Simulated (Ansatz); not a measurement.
# FHOSi: one species, many methods

How much do the methods differ for FHOSi? The plan is to run it at one geometry with functionals of several rungs and with coupled cluster. The yardstick is the atomisation energy at the CCSD(T) limit.

Computed with Ansatz 0.2.0, Gaussian basis. Level: functionals in def2-TZVPP, the program's frozen cores in correlated methods.

Levels to be run: LDA (SPW92), PBE-D4, revPBE-D4, BLYP-D4, r2SCAN-D4, B97M-V, PBE0-D4, B3LYP-D4, r2SCANh-D4, r2SCAN0-D4, HSE06-D4, BHLYP-D4, CAM-B3LYP-D4, LC-ωPBE, ωB97X-V, ωB97M-V, B2PLYP, PBE-QIDH; CCSD(T)/def2-SVP; CCSD(T)/def2-TZVPP; CCSD(T)/def2-QZVPP; extrapolation to the limit; RPA on PBE.

**1. The relaxed structure**

An earlier PBE0-D4 in a triple-zeta def2 set relaxation fixed the geometry.

SMILES `O[Si]F`, 4 atoms, charge 0, spin multiplicity 1.

Atoms are counted from 1 here; the program's logs count them from 0.

Bond lengths: O1–Si2 1.637 Å, O1–H4 0.963 Å, Si2–F3 1.620 Å. Angles: Si2–O1–H4 120.3°, O1–Si2–F3 101.6°.

**2. LDA**

This LDA is Slater exchange with PW92 correlation.

Contents of in.yaml:

```yaml
crystal:
  periodic: [false, false, false]
  atoms:
    - {symbol: O, position_ang: [-0.572578, 0.755949, -0.187703]}
    - {symbol: Si, position_ang: [0.290991, 0.042491, 1.006305]}
    - {symbol: F, position_ang: [0.923996, -1.232256, 0.232598]}
    - {symbol: H, position_ang: [-0.586909, 0.373516, -1.071499]}
basis:
  gaussian: {orbitals: def2-TZVPP}
hamiltonian: {xc: lda}
output: {orbitals: {seedname: orbitals}}
```

On the command line:

```
ansatz run in.yaml --threads 2 --pin off --events-out ev --progress --plain --max-ram 32768MiB --backend cpu
```

Further steps of the session: PBE-D4 (GGA); revPBE-D4 (GGA); BLYP-D4 (GGA); r2SCAN-D4 (meta-GGA); B97M-V (meta-GGA); PBE0-D4 (hybrid); B3LYP-D4 (hybrid); r2SCANh-D4 (hybrid); r2SCAN0-D4 (hybrid); HSE06-D4 (hybrid); BHLYP-D4 (hybrid); CAM-B3LYP-D4 (range-separated); LC-ωPBE (range-separated); ωB97X-V (range-separated); ωB97M-V (range-separated); B2PLYP (double hybrid); PBE-QIDH (double hybrid); CCSD(T) in def2-SVP; CCSD(T) in def2-TZVPP; CCSD(T) in def2-QZVPP; RPA on PBE orbitals.

**Question.** What will the summary of the whole plan be? Wanted: atomisation energy, CCSD(T)/CBS; farthest beyond LDA; mean size of error, GGA; mean size of error, meta-GGA; mean size of error, hybrid; mean size of error, range-separated; mean size of error, double hybrid; gap, smallest and largest; T1 diagnostic.

**Answer**, as computed:

| quantity | value |
| --- | --- |
| atomisation energy, CCSD(T)/CBS | 16.572 eV |
| functionals within 0.083 eV (0.5 %) | BLYP-D4, CAM-B3LYP-D4, ωB97M-V |
| farthest beyond LDA | BHLYP-D4 (-1.064 eV) |
| mean size of error, GGA | 0.192 eV |
| mean size of error, meta-GGA | 0.183 eV |
| mean size of error, hybrid | 0.580 eV |
| mean size of error, range-separated | 0.136 eV |
| mean size of error, double hybrid | 0.406 eV |
| gap, smallest and largest | 4.14 eV (LDA (SPW92)), 11.08 eV (LC-ωPBE) |
| T1 diagnostic | 0.0147 |
| triples share of the correlation energy | 3.3 % |

What this shows: The LDA atomisation energy is off by 2.559 eV (15 %): it overbinds. PBE-D4 misses by +0.159 eV. Double hybrids carry the basis error of their MP2 part in triple zeta, and no dispersion term here, so their miss is partly the set-up's. Taken by rung, range-separated functionals do best (0.136 eV on average) and hybrid ones worst beyond LDA (0.580 eV). The gap between the best rungs is small, so their order is not settled. The mean of the hybrids holds BHLYP, with half exact exchange. The reference freezes the cores and leaves out relativity and excitations past (T), so misses under about 0.083 eV can't be ranked. Hartree-Fock recovers 68 % of the binding; the rest is correlation. CCSD(T) in def2-SVP is off by -1.729 eV, worse than the median functional, from the basis alone. The gap grows from 4.1 to 11.1 eV across the functionals, mostly with the share of exact exchange.
